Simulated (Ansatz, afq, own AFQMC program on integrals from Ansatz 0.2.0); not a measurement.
Two steps: Ansatz 0.2.0 writes the Fock matrix and Cholesky factors of the valence space, and afq projects on them the lowest state that overlaps trial and start.

```yaml
crystal:
  periodic: [false, false, false]
  atoms:
    - {symbol: Si, position_ang: [-0.085001, 0.000000, 0.494288]}
    - {symbol: B, position_ang: [0.088473, -0.000001, -1.451856]}
    - {symbol: H, position_ang: [0.709774, -1.206838, 0.899706]}
    - {symbol: H, position_ang: [0.709775, 1.206839, 0.899704]}
basis:
  gaussian: {orbitals: cc-pVDZ}
magnetization: {spin_polarized: false, initial_magnetization: 1}
correlation: {method: ccsd_t, electrons: outside_noble_gas, hamiltonian_folder: ham}
```

```sh
$ ansatz run in.yaml --threads 1 --pin off --events-out ev --progress --plain --max-ram 1382MiB
```

Options of the walk:

```
--method phaseless --trial hf --walkers 120 --populations 1 --least-time 40 --time-step 0.005 --steps-per-block 20 --equilibration-blocks 112 --max-blocks 600 --target-error 0.00108 --factor-cut 1e-05 --start spin_pure --seed 4416 --taylor-order 6
```

Times are imaginary, in 1/Eh. The walk had a cap of 1011 s.

Output of the walk:

```
orbitals 36  electrons 5 4  factors 272 of 402
reference energy -314.59546925 Eh
CCSD correlation -0.19721971 Eh in 18 cycles, weight of the determinant in the CISD state 0.8239
energy of the start -314.595469 Eh
 block  time / (1/Eh)  mean weight  energy / Eh
     1     0.100  1.0015  -314.623482
     2     0.200  0.9992  -314.645569
     3     0.300  1.0000  -314.665109
     4     0.400  1.0034  -314.679951
     5     0.500  1.0007  -314.687675
     7     0.700  0.9994  -314.708127
     9     0.900  0.9991  -314.720600
    18     1.800  1.0012  -314.776100
    52     5.200  1.0003  -314.800599
    86     8.600  0.9985  -314.778362
   120    12.000  0.9990  -314.812439
   154    15.400  0.9984  -314.786724
   188    18.800  1.0013  -314.783980
   222    22.200  0.9998  -314.808353
   256    25.600  1.0009  -314.826171
   290    29.000  1.0021  -314.822960
   324    32.400  0.9992  -314.803839
   358    35.800  1.0018  -314.774084
   375    37.500  1.0013  -314.767242
   392    39.200  1.0017  -314.783897
   426    42.600  0.9990  -314.831782
   460    46.000  0.9979  -314.823814
   494    49.400  1.0005  -314.783931
   528    52.800  0.9980  -314.800393
   562    56.200  1.0004  -314.786425
   596    59.600  0.9990  -314.796060
   630    63.000  1.0009  -314.783387
   664    66.400  0.9997  -314.796520
   698    69.800  0.9991  -314.818155
blocks merged  error / Eh  count
     1  0.000632  600
     2  0.000859  300
     4  0.001145  150
     8  0.001506  75
    16  0.001828  37
    32  0.001949  18
    64  0.002564  9
energy -314.798007 +/- 0.001949 Eh
(rows thinned)
```

The run passed its tests (sampling time, drift between the halves within three errors, error under three times the target), which doesn't prove that it has relaxed. The second half of the sampling lies below the first by 2.0 errors of their difference, so the energy may still be moving and its error bar be too small.

Against this walk (error 53.0 meV) on the same determinant: CCSD(T) 111.5 meV lower, CCSDT(Q) 178.4 meV lower. The error is statistical and leaves out the bias of the constraint. CCSDT(Q) is the surest value here, so the walk's 178 meV above it is most likely the bias of the constraint with this trial, which can have either sign.

Cautions: constraint bias not in the error; error above the target (53.0 against 29.4 meV); higher spins were not checked; a spin-contaminated unrestricted determinant lies lower (UHF 495 meV lower, ⟨S²⟩ 1.44); strong correlation (T1 0.045, weight of the determinant 0.82, largest double 0.16); the bias of populations of 120 walkers isn't removed.

The walk took 3.1 min on 1 thread of Arm Neoverse V2 (shared host). The log's last line is the phaseless energy.

CCSDT and higher add their correlation energy to the determinant of the CCSD(T) run, since their own runs factorise the integrals more tightly (a shift of under 2 meV). A walk keeps the symmetry of its determinant, which the program's search chose and which needn't be the lowest solution, so a lower state of the same spin and another symmetry isn't excluded.
